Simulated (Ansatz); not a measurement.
Born–Oppenheimer molecular dynamics of CH6Si (8 atoms, charge 0, multiplicity 1). It starts at the highest image of a converged band, a first-order saddle point between two minima.

Computed with RKS PBE0-D4/6-31G* (Ansatz 0.2.0).

```json
{"ensemble": "NVE (velocity Verlet)", "time step": "0.5 fs", "steps asked": "200", "starting velocities drawn for": "100 K", "seed": "3225"}
```

First frame:

```xyz
8
Properties=species:S:1:pos:R:3
Si 0.268 0.022 -0.471
C 0.999 0.005 1.671
H 0.025 -0.139 2.135
H 1.659 -0.827 1.923
H 1.430 0.958 1.984
H 1.591 0.100 0.264
H -0.634 1.143 -0.071
H -0.434 -1.262 -0.173
```

(1) How far do the bonds stretch over the last three quarters of this one trajectory? (Pairs bonded in most of those frames.)

Results:

(1) 
| bond | mean (Å) | spread (Å) | shortest | longest |
| --- | --- | --- | --- | --- |
| Si1–C2 | 1.914 | 0.123 | 1.73 | 2.11 |
| Si1–H6 | 1.582 | 0.148 | 1.30 | 1.78 |
| Si1–H7 | 1.524 | 0.053 | 1.40 | 1.62 |
| Si1–H8 | 1.524 | 0.046 | 1.42 | 1.61 |
| C2–H3 | 1.101 | 0.019 | 1.06 | 1.14 |
| C2–H4 | 1.099 | 0.018 | 1.07 | 1.13 |
| C2–H5 | 1.099 | 0.014 | 1.07 | 1.12 |

Mean temperature of the second half: 1863 K. The conserved energy stayed within 0.64 meV per atom of its start (net change 0.089 meV per atom), so the integration is sound. The kinetic energy rose, since the run started high on the potential surface and went downhill. A run of 0.1 ps of so small a system gives no equilibrium averages. The orbitals stay closed-shell, which can raise the energy where a bond breaks towards radicals; this wasn't checked here.

Run time: 4 min on 1 thread of Arm Neoverse V1, on a shared host, peak memory 0.09 GiB.
